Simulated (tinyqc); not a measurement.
CIS on RHF in the sto-6g basis, for H2F+, spin multiplicity 1, step by step (part 1 of 2). Computed by tinyqc, a small Python program that keeps every step (integrals from PySCF). Settings: charge = 1, multiplicity = 1, basis = sto-6g, method = RHF, energy threshold = 1e-10, iteration cap = 64, orthogonalisation = symmetric, start = atomic densities, DIIS depth = 6. Command: `OMP_NUM_THREADS=1 python tinyqc.py 24050 24051 out.jsonl` (the two numbers bound the seeds that draw the settings). One thread of a shared host (Intel(R) Xeon(R) Processor @ 2.60GHz), about 0.1 s of CPU time with the checks. The early iterations of the SCF are left out here.

## One-electron integrals

Geometry (angstrom):
```
atom         x          y         z
F     0.000000   0.000000  0.000000
H     0.000000   0.824000  0.654000
H     0.000000  -0.821000  0.652000
```

Basis sto-6g: exponents (1/bohr^2) and contraction coefficients of normalised primitives:
```
element  l (shell)     exponent  coefficient
F            s (1)  1728.626574     0.009164
F            s (1)   316.941790     0.049361
F            s (1)    88.668891     0.168538
F            s (1)    30.460157     0.370563
F            s (1)    11.828570     0.416492
F            s (1)     4.871659     0.130334
F            s (2)    67.032281    -0.013253
F            s (2)    13.267438    -0.046992
F            s (2)     4.123510    -0.033785
F            s (2)     1.586463     0.250242
F            s (2)     0.689002     0.595117
F            s (2)     0.315820     0.240706
F            p (3)    67.032281     0.003760
F            p (3)    13.267438     0.037679
F            p (3)     4.123510     0.173897
F            p (3)     1.586463     0.418036
F            p (3)     0.689002     0.425860
F            p (3)     0.315820     0.101708
H            s (1)    35.523221     0.009164
H            s (1)     6.513144     0.049361
H            s (1)     1.822143     0.168538
H            s (1)     0.625955     0.370563
H            s (1)     0.243077     0.416492
H            s (1)     0.100112     0.130334
```

Overlap, kinetic and nuclear-attraction integrals over the contracted functions; the nuclear repulsion is the sum of Za Zb / Rab.

nuclear repulsion = 9.39161592 hartree

overlap S, order 1F 1s, 1F 2s, 1F 2px, 1F 2py, 1F 2pz, 2H 1s, 3H 1s:
```
[[1.000000, 0.232479, 0.000000, 0.000000, 0.000000, 0.037092, 0.037402],
 [0.232479, 1.000000, 0.000000, 0.000000, 0.000000, 0.366781, 0.368896],
 [0.000000, 0.000000, 1.000000, 0.000000, 0.000000, 0.000000, 0.000000],
 [0.000000, 0.000000, 0.000000, 1.000000, 0.000000, 0.234550, -0.235533],
 [0.000000, 0.000000, 0.000000, 0.000000, 1.000000, 0.186160, 0.187049],
 [0.037092, 0.366781, 0.000000, 0.234550, 0.186160, 1.000000, 0.207734],
 [0.037402, 0.368896, 0.000000, -0.235533, 0.187049, 0.207734, 1.000000]]
```

kinetic energy T (hartree), order 1F 1s, 1F 2s, 1F 2px, 1F 2py, 1F 2pz, 2H 1s, 3H 1s:
```
[[37.397730, -1.143349, 0.000000, 0.000000, 0.000000, -0.004437, -0.004380],
 [-1.143349, 1.082297, 0.000000, 0.000000, 0.000000, 0.066939, 0.068258],
 [0.000000, 0.000000, 3.251325, 0.000000, 0.000000, 0.000000, 0.000000],
 [0.000000, 0.000000, 0.000000, 3.251325, 0.000000, 0.137057, -0.138739],
 [0.000000, 0.000000, 0.000000, 0.000000, 3.251325, 0.108781, 0.110180],
 [-0.004437, 0.066939, 0.000000, 0.137057, 0.108781, 0.768522, -0.001550],
 [-0.004380, 0.068258, 0.000000, -0.138739, 0.110180, -0.001550, 0.768522]]
```

nuclear attraction V (hartree), order 1F 1s, 1F 2s, 1F 2px, 1F 2py, 1F 2pz, 2H 1s, 3H 1s:
```
[[-78.830221, -8.099995, 0.000000, 0.000063, -0.015100, -1.479591, -1.492044],
 [-8.099995, -12.480070, 0.000000, 0.000680, -0.175272, -3.432235, -3.455485],
 [0.000000, 0.000000, -12.423881, 0.000000, 0.000000, 0.000000, 0.000000],
 [0.000063, 0.000680, 0.000000, -12.526339, 0.000374, -1.905735, 1.916478],
 [-0.015100, -0.175272, 0.000000, 0.000374, -12.488462, -1.562780, -1.572287],
 [-1.479591, -3.432235, 0.000000, -1.905735, -1.562780, -5.974439, -1.379068],
 [-1.492044, -3.455485, 0.000000, 1.916478, -1.572287, -1.379068, -5.987917]]
```

core Hamiltonian H = T + V (hartree), order 1F 1s, 1F 2s, 1F 2px, 1F 2py, 1F 2pz, 2H 1s, 3H 1s:
```
[[-41.432492, -9.243344, 0.000000, 0.000063, -0.015100, -1.484027, -1.496424],
 [-9.243344, -11.397774, 0.000000, 0.000680, -0.175272, -3.365296, -3.387227],
 [0.000000, 0.000000, -9.172555, 0.000000, 0.000000, 0.000000, 0.000000],
 [0.000063, 0.000680, 0.000000, -9.275014, 0.000374, -1.768677, 1.777739],
 [-0.015100, -0.175272, 0.000000, 0.000374, -9.237136, -1.453999, -1.462107],
 [-1.484027, -3.365296, 0.000000, -1.768677, -1.453999, -5.205916, -1.380618],
 [-1.496424, -3.387227, 0.000000, 1.777739, -1.462107, -1.380618, -5.219395]]
```

## Two-electron integrals

Functions are numbered as in S; the eight-fold symmetry (ij|kl) = (ji|kl) = (kl|ij) leaves the list below.

Two-electron integrals (ij|kl) in chemists' order, unique and non-zero (hartree):
```
(11|11) 5.406240    (21|11) 0.768129    (21|21) 0.138909    (22|11) 1.266271
(22|21) 0.283987    (22|22) 0.926367    (31|31) 0.029452    (32|31) 0.044681
(32|32) 0.204753    (33|11) 1.266273    (33|21) 0.283987    (33|22) 0.926366
(33|33) 0.998085    (41|41) 0.029452    (42|41) 0.044681    (42|42) 0.204753
(43|43) 0.053789    (44|11) 1.266273    (44|21) 0.283987    (44|22) 0.926366
(44|33) 0.890506    (44|44) 0.998085    (51|51) 0.029452    (52|51) 0.044681
(52|52) 0.204753    (53|53) 0.053789    (54|54) 0.053789    (55|11) 1.266273
(55|21) 0.283987    (55|22) 0.926366    (55|33) 0.890506    (55|44) 0.890506
(55|55) 0.998085    (61|11) 0.130606    (61|21) 0.022643    (61|22) 0.045290
(61|33) 0.045213    (61|41) 0.000771    (61|42) 0.001507    (61|44) 0.045355
(61|51) 0.000612    (61|52) 0.001196    (61|54) 0.000113    (61|55) 0.045302
(61|61) 0.003752    (62|11) 0.330597    (62|21) 0.075257    (62|22) 0.273883
(62|33) 0.270003    (62|41) 0.004275    (62|42) 0.032236    (62|44) 0.277143
(62|51) 0.003393    (62|52) 0.025585    (62|54) 0.005667    (62|55) 0.274501
(62|61) 0.012271    (62|62) 0.100236    (63|31) 0.008356    (63|32) 0.047857
(63|43) 0.006729    (63|53) 0.005341    (63|63) 0.014697    (64|11) 0.176223
(64|21) 0.040682    (64|22) 0.158279    (64|33) 0.151576    (64|41) 0.010371
(64|42) 0.065444    (64|44) 0.169114    (64|51) 0.001599    (64|52) 0.013959
(64|54) 0.008578    (64|55) 0.154146    (64|61) 0.006921    (64|62) 0.071103
(64|64) 0.064758    (65|11) 0.139867    (65|21) 0.032289    (65|22) 0.125624
(65|33) 0.120305    (65|41) 0.001599    (65|42) 0.013959    (65|44) 0.123542
(65|51) 0.009625    (65|52) 0.058936    (65|54) 0.009299    (65|55) 0.133026
(65|61) 0.005493    (65|62) 0.056434    (65|64) 0.039732    (65|65) 0.046232
(66|11) 0.490057    (66|21) 0.113657    (66|22) 0.475653    (66|33) 0.459731
(66|41) 0.008114    (66|42) 0.085375    (66|44) 0.489035    (66|51) 0.006440
(66|52) 0.067762    (66|54) 0.023258    (66|55) 0.478191    (66|61) 0.018670
(66|62) 0.225235    (66|64) 0.185283    (66|65) 0.147057    (66|66) 0.774999
(71|11) 0.131703    (71|21) 0.022833    (71|22) 0.045669    (71|33) 0.045591
(71|41) -0.000777   (71|42) -0.001519   (71|44) 0.045734    (71|51) 0.000617
(71|52) 0.001207    (71|54) -0.000114   (71|55) 0.045681    (71|61) 0.003740
(71|62) 0.012043    (71|64) 0.006216    (71|65) 0.005393    (71|66) 0.018158
(71|71) 0.003816    (72|11) 0.332841    (72|21) 0.075765    (72|22) 0.275666
(72|33) 0.271764    (72|41) -0.004302   (72|42) -0.032419   (72|44) 0.278943
(72|51) 0.003416    (72|52) 0.025746    (72|54) -0.005702   (72|55) 0.276292
(72|61) 0.012024    (72|62) 0.083583    (72|64) 0.040650    (72|65) 0.045738
(72|66) 0.154392    (72|71) 0.012457    (72|72) 0.101472    (73|31) 0.008419
(73|32) 0.048196    (73|43) -0.006770   (73|53) 0.005376    (73|63) 0.011924
(73|73) 0.014892    (74|11) -0.177179   (74|21) -0.040901   (74|22) -0.159098
(74|33) -0.152355   (74|41) 0.010445    (74|42) 0.065870    (74|44) -0.169996
(74|51) -0.001609   (74|52) -0.014037   (74|54) 0.008633    (74|55) -0.154942
(74|61) -0.006197   (74|62) -0.040572   (74|64) -0.008167   (74|65) -0.021739
(74|66) -0.067210   (74|71) -0.007018   (74|72) -0.071883   (74|74) 0.065438
(75|11) 0.140707    (75|21) 0.032482    (75|22) 0.126348    (75|33) 0.120994
(75|41) -0.001609   (75|42) -0.014037   (75|44) 0.124250    (75|51) 0.009697
(75|52) 0.059343    (75|54) -0.009356   (75|55) 0.133800    (75|61) 0.005381
(75|62) 0.045714    (75|64) 0.021766    (75|65) 0.036602    (75|66) 0.093403
(75|71) 0.005573    (75|72) 0.057086    (75|74) -0.040142   (75|75) 0.046770
(76|11) 0.124521    (76|21) 0.028695    (76|22) 0.114769    (76|33) 0.112462
(76|41) 2.10e-06    (76|42) 0.000023    (76|44) 0.114327    (76|51) 0.002008
(76|52) 0.018612    (76|54) 0.000005    (76|55) 0.117519    (76|61) 0.004640
(76|62) 0.043142    (76|64) 0.026649    (76|65) 0.027727    (76|66) 0.106655
(76|71) 0.004678    (76|72) 0.043378    (76|74) -0.026737   (76|75) 0.027860
(76|76) 0.023672    (77|11) 0.491548    (77|21) 0.113999    (77|22) 0.476924
(77|33) 0.460935    (77|41) -0.008152   (77|42) -0.085677   (77|44) 0.490350
(77|51) 0.006474    (77|52) 0.068041    (77|54) -0.023360   (77|55) 0.479486
(77|61) 0.018062    (77|62) 0.153795    (77|64) 0.067069    (77|65) 0.093108
(77|66) 0.317793    (77|71) 0.018883    (77|72) 0.226919    (77|74) -0.186428
(77|75) 0.148052    (77|76) 0.106655    (77|77) 0.774999
```

## Orthogonalisation

S = U s U^T; symmetric (Loewdin) form X = U s^(-1/2) U^T, so that X^T S X = 1.

eigenvalues of S: [0.478448, 0.547904, 0.896327, 1.000000, 1.094238, 1.244380, 1.738703]

X, order 1F 1s, 1F 2s, 1F 2px, 1F 2py, 1F 2pz, 2H 1s, 3H 1s:
```
[[1.022412, -0.131597, 0.000000, 0.000038, -0.005566, 0.015707, 0.015802],
 [-0.131597, 1.136259, 0.000000, -0.000494, 0.057191, -0.198791, -0.200606],
 [0.000000, 0.000000, 1.000000, 0.000000, 0.000000, 0.000000, 0.000000],
 [0.000038, -0.000494, 0.000000, 1.055936, -0.000225, -0.153002, 0.153790],
 [-0.005566, 0.057191, 0.000000, -0.000225, 1.028406, -0.099153, -0.099943],
 [0.015707, -0.198791, 0.000000, -0.153002, -0.099153, 1.109708, -0.081151],
 [0.015802, -0.200606, 0.000000, 0.153790, -0.099943, -0.081151, 1.111014]]
```

## Iteration 8 (converged): orbitals

converged F (hartree), order 1F 1s, 1F 2s, 1F 2px, 1F 2py, 1F 2pz, 2H 1s, 3H 1s:
```
[[-26.945850, -6.525175, 0.000000, 0.000073, -0.022749, -1.049633, -1.058358],
 [-6.525175, -3.484959, 0.000000, 0.000593, -0.113345, -1.090789, -1.097613],
 [0.000000, 0.000000, -1.035762, 0.000000, 0.000000, 0.000000, 0.000000],
 [0.000073, 0.000593, 0.000000, -0.957616, 0.000421, -0.482384, 0.484150],
 [-0.022749, -0.113345, 0.000000, 0.000421, -0.988557, -0.434181, -0.435907],
 [-1.049633, -1.090789, 0.000000, -0.482384, -0.434181, -0.800410, -0.371183],
 [-1.058358, -1.097613, 0.000000, 0.484150, -0.435907, -0.371183, -0.804393]]
```

Diagonalise F' = X^T F X, C = X C', fill 5 alpha and 5 beta electrons from the bottom; D = 2 C_occ C_occ^T. Each column has its largest component positive (the first on a tie).

F' = X^T F X (hartree):
```
[[-26.530882, -3.202633, 0.000000, 0.000115, -0.036439, -0.148338, -0.150399],
 [-3.202633, -2.223623, 0.000000, -0.000448, 0.035858, -0.439754, -0.443095],
 [0.000000, 0.000000, -1.035762, 0.000000, 0.000000, 0.000000, 0.000000],
 [0.000115, -0.000448, 0.000000, -0.774923, -0.000180, -0.396163, 0.397527],
 [-0.036439, 0.035858, 0.000000, -0.000180, -0.889193, -0.292880, -0.294403],
 [-0.148338, -0.439754, 0.000000, -0.396163, -0.292880, -0.387903, -0.083690],
 [-0.150399, -0.443095, 0.000000, 0.397527, -0.294403, -0.083690, -0.387364]]
```

orbital energies (hartree): [-26.948988, -2.043878, -1.148062, -1.072199, -1.035762, -0.049981, 0.069220]

coefficients C, order 1F 1s, 1F 2s, 1F 2px, 1F 2py, 1F 2pz, 2H 1s, 3H 1s:
```
[[0.997142, -0.238172, -0.000612, 0.063243, 0.000000, 0.090288, 0.001498],
 [0.012744, 0.955025, 0.003400, -0.338311, 0.000000, -0.603836, -0.010685],
 [0.000000, 0.000000, 0.000000, 0.000000, 1.000000, 0.000000, 0.000000],
 [-0.000010, -0.000531, 0.759201, 0.004535, 0.000000, -0.010101, 0.765215],
 [0.001722, 0.105270, -0.004581, 0.853711, 0.000000, -0.583722, -0.009057],
 [-0.002228, 0.076700, 0.337496, 0.232324, 0.000000, 0.731853, -0.775672],
 [-0.002248, 0.077342, -0.339961, 0.228663, 0.000000, 0.711049, 0.797266]]
```

D after iteration 8, order 1F 1s, 1F 2s, 1F 2px, 1F 2py, 1F 2pz, 2H 1s, 3H 1s:
```
[[2.110035, -0.472301, 0.000000, -0.000123, 0.061277, -0.012006, -0.011986],
 [-0.472301, 2.053403, 0.000000, 0.001080, -0.376556, -0.008456, -0.009361],
 [0.000000, 0.000000, 2.000000, 0.000000, 0.000000, 0.000000, 0.000000],
 [-0.000123, 0.001080, 0.000000, 1.152814, 0.000676, 0.514481, -0.514205],
 [0.061277, -0.376556, 0.000000, 0.000676, 1.479855, 0.409723, 0.409814],
 [-0.012006, -0.008456, 0.000000, 0.514481, 0.409723, 0.347532, -0.111349],
 [-0.011986, -0.009361, 0.000000, -0.514205, 0.409814, -0.111349, 0.347693]]
```

## Convergence

Stop when the energy changes by less than 1e-10 hartree and every element of the error matrix X^T (F D S - S D F) X is below 3e-06.

Course of the cycle:
```
iteration   E (hartree)     change  largest element of the error matrix
1          -94.89617512          -                             1.03e+00
2          -99.65582198  -4.76e+00                             2.98e-01
3          -99.77494263  -1.19e-01                             2.01e-02
4          -99.77552754  -5.85e-04                             5.66e-03
5          -99.77555562  -2.81e-05                             2.59e-04
6          -99.77555574  -1.24e-07                             6.07e-05
7          -99.77555575  -7.16e-09                             5.77e-06
8          -99.77555575  -4.59e-11                             6.56e-08
```

PySCF RHF in the same basis = -99.77555575 hartree

Converged in 8 iterations.

## Integrals over molecular orbitals

(pq|rs) = sum C_ip C_jq C_kr C_ls (ij|kl), one index at a time.

one-electron integrals over orbitals h = C^T H C (hartree):
```
[[-41.419184, 0.702894, 0.001779, -0.179495, 0.000000, -0.268728, -0.004492],
 [0.702894, -9.687337, -0.003068, 0.381860, 0.000000, 1.341668, 0.022468],
 [0.001779, -0.003068, -8.049661, 0.004349, 0.000000, 0.024249, -2.148407],
 [-0.179495, 0.381860, 0.004349, -8.589545, 0.000000, 1.522261, 0.008429],
 [0.000000, 0.000000, 0.000000, 0.000000, -9.172555, 0.000000, 0.000000],
 [-0.268728, 1.341668, 0.024249, 1.522261, 0.000000, -5.668717, 0.000066],
 [-0.004492, 0.022468, -2.148407, 0.008429, 0.000000, 0.000066, -5.903948]]
```

Two-electron integrals over orbitals (pq|rs), unique and non-zero (hartree):
```
(11|11) 5.381616    (21|11) -0.517920   (21|21) 0.080814    (22|11) 1.225555
(22|21) -0.021013   (22|22) 0.865598    (31|11) -0.001368   (31|21) 0.000185
(31|22) -0.000145   (31|31) 0.018361    (32|11) 0.000920    (32|21) -0.000088
(32|22) -0.000148   (32|31) 0.026223    (32|32) 0.156669    (33|11) 0.995550
(33|21) -0.007946   (33|22) 0.761851    (33|31) 0.000058    (33|32) 0.000262
(33|33) 0.736661    (41|11) 0.140028    (41|21) -0.019024   (41|22) 0.014150
(41|31) -0.000073   (41|32) 1.49e-06    (41|33) 0.004755    (41|41) 0.028598
(42|11) -0.105527   (42|21) 0.008701    (42|22) -0.002156   (42|31) 3.02e-06
(42|32) -0.000054   (42|33) -0.009285   (42|41) 0.028408    (42|42) 0.157833
(43|11) -0.000939   (43|21) 0.000042    (43|22) -0.000353   (43|31) -0.004085
(43|32) 0.004983    (43|33) -0.000487   (43|41) 0.000087    (43|42) 0.000543
(43|43) 0.050167    (44|11) 1.136276    (44|21) -0.013629   (44|22) 0.806028
(44|31) -0.000008   (44|32) 0.000628    (44|33) 0.707518    (44|41) -0.010543
(44|42) -0.088545   (44|43) -0.000465   (44|44) 0.863786    (51|51) 0.030373
(52|51) 0.039097    (52|52) 0.182696    (53|51) 0.000096    (53|52) 0.000346
(53|53) 0.038607    (54|51) -0.009819   (54|52) -0.035751   (54|53) -0.000121
(54|54) 0.053410    (55|11) 1.265983    (55|21) -0.013541   (55|22) 0.884502
(55|31) -0.000034   (55|32) 0.000465    (55|33) 0.749452    (55|41) 0.003498
(55|42) -0.055664   (55|43) -0.000530   (55|44) 0.821962    (55|55) 0.998085
(61|11) 0.207616    (61|21) -0.034444   (61|22) 0.003752    (61|31) -0.000237
(61|32) -0.000195   (61|33) 0.001753    (61|41) -0.005613   (61|42) -0.020388
(61|43) -0.000030   (61|44) 0.013174    (61|55) 0.005093    (61|61) 0.022505
(62|11) -0.287363   (62|21) 0.007588    (62|22) -0.145843   (62|31) -0.000129
(62|32) -0.000805   (62|33) -0.092867   (62|41) -0.018610   (62|42) -0.045181
(62|43) 0.000264    (62|44) -0.092501   (62|55) -0.146607   (62|61) 0.006229
(62|62) 0.078461    (63|11) -0.004678   (63|21) 0.000099    (63|22) -0.002409
(63|31) -0.004323   (63|32) 0.018924    (63|33) -0.002197   (63|41) -0.000011
(63|42) 0.000733    (63|43) 0.017022    (63|44) -0.001806   (63|55) -0.002613
(63|61) -0.000009   (63|62) 0.001015    (63|63) 0.062232    (64|11) -0.291372
(64|21) 0.003540    (64|22) -0.154292   (64|31) 0.000102    (64|32) 0.000665
(64|33) -0.095040   (64|41) -0.004020   (64|42) 0.022161    (64|43) 0.000433
(64|44) -0.160593   (64|55) -0.161784   (64|61) 0.000407    (64|62) 0.060472
(64|63) 0.001925    (64|64) 0.087225    (65|51) -0.012812   (65|52) -0.049491
(65|53) -0.000353   (65|54) -0.009535   (65|65) 0.025642    (66|11) 0.713883
(66|21) -0.005873   (66|22) 0.579922    (66|31) 0.000157    (66|32) 0.002072
(66|33) 0.556068    (66|41) 0.015950    (66|42) 0.066635    (66|43) 0.001524
(66|44) 0.544015    (66|55) 0.553513    (66|61) -0.005785   (66|62) -0.060176
(66|63) 0.001970    (66|64) -0.030745   (66|66) 0.550531    (71|11) 0.003483
(71|21) -0.000588   (71|22) 0.000033    (71|31) 0.017046    (71|32) 0.023404
(71|33) 0.000118    (71|41) 0.000028    (71|42) -0.000176   (71|43) -0.003901
(71|44) 0.000158    (71|55) 0.000084    (71|61) 0.000152    (71|62) -0.000128
(71|63) -0.003750   (71|64) 0.000076    (71|66) 0.000146    (71|71) 0.015846
(72|11) -0.004890   (72|21) 0.000123    (72|22) -0.002471   (72|31) 0.017341
(72|32) 0.065421    (72|33) -0.001133   (72|41) -0.000175   (72|42) -0.000164
(72|43) -0.024615   (72|44) -0.001876   (72|55) -0.002447   (72|61) -0.000129
(72|62) 0.000499    (72|63) -0.026158   (72|64) 0.000979    (72|66) -0.001173
(72|71) 0.015564    (72|72) 0.054367    (73|11) 0.420917    (73|21) -0.007969
(73|22) 0.206787    (73|31) -0.000011   (73|32) 0.001095    (73|33) 0.165011
(73|41) -0.001342   (73|42) -0.062349   (73|43) -0.000010   (73|44) 0.190714
(73|55) 0.229308    (73|61) 0.005001    (73|62) -0.067001   (73|63) -0.000747
(73|64) -0.095340   (73|66) 0.019874    (73|71) 0.000074    (73|72) -0.001452
(73|73) 0.161253    (74|11) -0.001636   (74|21) 0.000008    (74|22) -0.000798
(74|31) -0.007757   (74|32) -0.058209   (74|33) -0.000456   (74|41) -0.000123
(74|42) -0.000383   (74|43) 0.004432    (74|44) -0.001014   (74|55) -0.000877
(74|61) 0.000140    (74|62) 0.000678    (74|63) -0.043558   (74|64) -0.000295
(74|66) -0.002168   (74|71) -0.007165   (74|72) -0.010001   (74|73) -0.001310
(74|74) 0.052789    (75|51) -0.000212   (75|52) -0.000817   (75|53) 0.025158
(75|54) 0.000027    (75|65) 0.000140    (75|75) 0.018806    (76|11) 0.000029
(76|21) 2.18e-06    (76|22) 0.000326    (76|31) -0.009119   (76|32) -0.087363
(76|33) 0.000095    (76|41) 0.000146    (76|42) 0.000365    (76|43) -0.050467
(76|44) -0.000625   (76|55) 0.000016    (76|61) 3.60e-06    (76|62) -0.000388
(76|63) -0.076454   (76|64) -0.001564   (76|66) -0.004215   (76|71) -0.008269
(76|72) 0.008546    (76|73) -0.001714   (76|74) 0.065201    (76|76) 0.156581
(77|11) 0.769216    (77|21) -0.006733   (77|22) 0.601854    (77|31) -0.000315
(77|32) -0.002657   (77|33) 0.604377    (77|41) 0.003441    (77|42) 0.012342
(77|43) -0.001280   (77|44) 0.576606    (77|55) 0.586061    (77|61) 0.001609
(77|62) -0.043228   (77|63) -0.002828   (77|64) -0.027440   (77|66) 0.540789
(77|71) -0.000233   (77|72) -0.000542   (77|73) 0.056965    (77|74) 0.001809
(77|76) 0.004065    (77|77) 0.572146
```
